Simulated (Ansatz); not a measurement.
Calculated with Ansatz (gas phase, PBE0-D4/def2-TZVP geometries, no zero-point term in ΔE). CCSD(T)/CBS adds triple-zeta CCSD(T) − MP2 to the extrapolated MP2 energy (def2 sets, frozen cores). This one scheme is used for every species, atoms too. No spin–orbit coupling; open shells (•) take unrestricted orbitals. Spin–orbit coupling would lower the free atoms: a little for C, O. One conformer a species, not always the lowest.

Reaction (atomization): `C=CCC(=O)O` → 4 C• + 6 H• + 2 O•

```csv
species,MP2/def2-TZVPP energy (Eh)
`C=CCC(=O)O`,-305.92810
C•,-37.75859
H•,-0.49981
O•,-74.95729
```

Question: Work out ΔE.

Answer: ΔE = 6 × (-0.49981) + 4 × (-37.75859) + 2 × (-74.95729) − (-305.92810) = 1.98030 Eh = +1242.7 kcal/mol. CCSD(T)/CBS gives +1242.7 kcal/mol.

Largest T1 diagnostic among the species: 0.014.

The D4 term adds +8.1 kcal/mol with B3LYP and +4.3 kcal/mol with PBE0; it sums over pairs of atoms, weighted by their polarisabilities, and B3LYP, whose exchange is more repulsive, gets the larger term. From r2SCAN to r2SCAN0 (25 % exact exchange), in def2-TZVPP and without D4, ΔE moves by −26.0 kcal/mol: exact exchange takes away binding that semilocal exchange gives to molecules. In def2-TZVPP, CCSD(T) changes the Hartree–Fock value by +321.7 kcal/mol (the triples alone add +22.4 kcal/mol) and MP2 by +352.9 kcal/mol; breaking electron pairs costs correlation energy, which Hartree–Fock lacks.

B3LYP here is the variant with VWN-RPA as its local correlation; programs differ in this.

For atomizations the MP2-based limit and the directly extrapolated one differ by several kJ/mol either way, and by 10 to 25 for some Ge, Se and Sn compounds, so smaller differences from it don't rank the levels.
